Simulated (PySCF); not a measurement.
## bromine monochloride: adiabatic energies of losing or gaining an electron at several levels

Structure: `ClBr` (BrCl).

All levels share the PBE0-D3(BJ)/ma-def2-SVP structures and the PBE0-D3(BJ)/ma-def2-SVP thermal terms; only the single-point energies (PySCF) change. Values are adiabatic energies of losing or gaining an electron (0 K, eV).

| level | ionisation energy to the radical cation | time |
| --- | --- | --- |
| BLYP-D3(BJ)/ma-def2-TZVP | 10.59 | 20 s |
| M06-L/ma-def2-TZVP (grid 3) | 10.59 | 29 s |
| PBE-D3(BJ)/ma-def2-TZVP | 10.68 | 20 s |
| PBE0-D3(BJ)/def2-QZVP | 10.85 | 18 s |
| PBE0-D3(BJ)/def2-QZVPPD | 10.86 | 24 s |
| PBE0-D3(BJ)/aug-cc-pVQZ | 10.86 | 26 s |
| HSE06/ma-def2-TZVP | 10.87 | 23 s |
| PBE0-D3(BJ)/ma-def2-TZVP | 10.87 | – |
| PBE0-D3(BJ)/6-31G* | 11.00 | 4.8 s |
| PBE0-D3(BJ)/cc-pVDZ | 11.00 | 4.3 s |
| LC-ωPBE/ma-def2-TZVP | 11.09 | 20 s |
| PBE0-D3(BJ)/pcseg-1 | 11.11 | 4 s |
| PBE0-D3(BJ)/6-31G | 11.48 | 3.7 s |

Times are wall times for all single points of a level on 1 thread of Arm Neoverse V1, a shared host; the dash marks the run that also made the structures. BLYP, HSE06, LC-ωPBE, M06-L, PBE ran on a slower path of this set-up, which computes the density-fitting integrals anew in every SCF cycle while the other levels store them. So the times needn't show the usual order of cost, and those levels read slower than they are.

At LC-ωPBE/ma-def2-TZVP, PBE0-D3(BJ)/6-31G a relaxed species lies above the same state at the other structure, so the structures fit those levels poorly.

The spread: 0.89 eV, from 10.59 to 11.48.

Caveats: spin-orbit coupling is left out of the energies, which matters for open shells on the heavier atoms; atoms from Ga to Kr are treated without relativity.
